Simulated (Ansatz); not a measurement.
## H$_{2}$Si–Ge, quintet: reading a ladder of total energies

Geometry: that of the H2Si–Ge, triplet, kept fixed. The triplet lies 2.4 eV lower here.

```tsv
atom	x (Å)	y (Å)	z (Å)
Si	0.0000	0.0000	1.6381
Ge	0.0000	0.0000	-0.7039
H	0.0000	1.1919	2.5412
H	0.0000	-1.1919	2.5412
```

Basis cc-pVDZ; Ansatz 0.2.0. Only valence electrons are correlated (noble-gas cores and the filled d shells of p-block atoms frozen), which leaves 10 electrons in 36 orbitals. R marks a restricted (for open shells ROHF) determinant, U an unrestricted one. No spin–orbit coupling is included, and no scalar relativity.

Full CI isn't at hand for all of this; UCCSDT(Q) serves as the reference, and is uncertain by about the last step of the cluster series.

Runs differ by some tens of microhartree through their thresholds and, for an open shell, their frozen cores, so steps under 0.03 kcal/mol mean nothing.

```tsv
level	total energy (hartree)
UHF	-2365.303697
UMP2	-2365.429357
UCCSD	-2365.463622
UCCSD(T)	-2365.468151
UCCSDT	-2365.469288
UCCSDT(Q)	-2365.469519
```

Problem. What is the correlation energy at UCCSDT(Q), and what share of it do UMP2 and UCCSDT recover?

Solution. E(corr) = -2365.469519 − (-2365.303697) = -0.165822 hartree = -4.512 eV. UMP2: -0.125660 / -0.165822 = 75.78 %. UCCSDT: -0.165591 / -0.165822 = 99.86 %.

Problem. By how many kcal/mol does UCCSD(T) miss UCCSDT(Q) (1 hartree = 627.509 kcal/mol), and which steps make up the rest?

Solution. -2365.468151 − (-2365.469519) = 0.001368 hartree = 0.86 kcal/mol. Steps: UCCSDT − UCCSD(T) = -0.71, UCCSDT(Q) − UCCSDT = -0.14 kcal/mol. Differences between like states or geometries often cancel part of this.
